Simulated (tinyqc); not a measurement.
Worked calculation: Hueckel theory of the pi electrons, for the molecule c1cc[nH]c1 (SMILES; centres numbered as the heavy atoms are written). One step of it, computed by the program tinyqc.

Problem. Orbitals. Diagonalise; E = alpha + x beta with beta < 0, so the largest x are filled first; degenerate levels share their electrons. P = sum n_i c_ri c_si; each orbital has its largest coefficient positive (the first on a tie).

Hueckel matrix in units of beta (H = alpha + beta A):
```
          1C        2C        3C        4N        5C
1C  0.000000  1.000000  0.000000  0.000000  1.000000
2C  1.000000  0.000000  1.000000  0.000000  0.000000
3C  0.000000  1.000000  0.000000  0.910000  0.000000
4N  0.000000  0.000000  0.910000  1.280000  0.910000
5C  1.000000  0.000000  0.000000  0.910000  0.000000
```

pi electrons, sum of z_r less the charge = 6

Give: x values; occupations; coefficients; charge and bond-order matrix P.

Solution.

x values: 2.330  1.098  0.618  -1.148  -1.618

occupations: 2.000  2.000  2.000  0.000  0.000

coefficients:
```
      MO1     MO2     MO3     MO4     MO5
1C  0.304   0.579  -0.372  -0.269   0.602
2C  0.304   0.579   0.372  -0.269  -0.602
3C  0.404   0.057   0.602   0.578   0.372
4N  0.700  -0.568   0.000  -0.433   0.000
5C  0.404   0.057  -0.602   0.578  -0.372
```

charge and bond-order matrix P:
```
        1C      2C      3C      4N      5C
1C   1.132   0.579  -0.136  -0.233   0.758
2C   0.579   1.132   0.758  -0.233  -0.136
3C  -0.136   0.758   1.056   0.501  -0.391
4N  -0.233  -0.233   0.501   1.625   0.501
5C   0.758  -0.136  -0.391   0.501   1.056
```
